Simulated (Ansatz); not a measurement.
The input, for Ansatz 0.2.0:

```yaml
crystal:
  periodic: [false, false, false]
  atoms:
    - {symbol: B, position_ang: [0.000000, 0.000000, 0.758703]}
    - {symbol: N, position_ang: [0.000000, 0.000000, -2.691297]}
    - {symbol: H, position_ang: [0.000000, 0.000000, 1.932595]}
basis:
  gaussian: {orbitals: 6-31G}
magnetization: {spin_polarized: false, initial_magnetization: 1}
correlation: {active_space: {window: {electrons: 5, orbitals: 7}, fixed_orbitals: true}}
```

```sh
$ ansatz run in.yaml --threads 1 --pin off --events-out ev --progress --plain --max-ram 2393MiB
```

Output:

```
290 factors; integrals over basis functions are off by at most 2.6e-4 eV
mean field evaluation 1: about -2136.3290 eV, gradient 5.3e1 eV
mean field evaluation 2: about -2136.3280 eV, gradient 5.3e1 eV
mean field evaluation 4: about -2155.6114 eV, gradient 1.0e1 eV
mean field evaluation 8: about -2159.1563 eV, gradient 1.4e0 eV
mean field evaluation 16: about -2159.1990 eV, gradient 7.6e-6 eV
mean field evaluation 32: about -2157.1555 eV, gradient 2.2e1 eV
mean field evaluation 64: about -2159.0784 eV, gradient 2.3e-1 eV
mean field evaluation 96: about -2159.3585 eV, gradient 9.3e-2 eV
mean field evaluation 128: about -2159.1160 eV, gradient 5.1e0 eV
mean field evaluation 160: about -2159.0521 eV, gradient 5.2e-7 eV
mean field evaluation 192: about -2154.1353 eV, gradient 2.7e-5 eV
mean field -2159.35907525 eV, -79.3549823491 hartree, gradient 4.1e-6 eV, S^2 0.750000; 17 other end points of the search recorded, 0 dependent functions left out
reference -2159.35907525 eV, -79.3549823491 hartree; 7, 6 occupied and 13, 14 virtual orbitals, 290 factors
state -2161.41473687 eV, -79.4305265206 hartree
Total energy: -2161.41473687 eV, -79.4305265206 hartree
```

Natural occupations: 1.1571 1.0428 1.0000 0.9572 0.8429 0.0001 0.0000.

Ran on 1 thread of Arm Neoverse V1, shared host: 0.36 s wall, 0.17 GiB peak host memory.
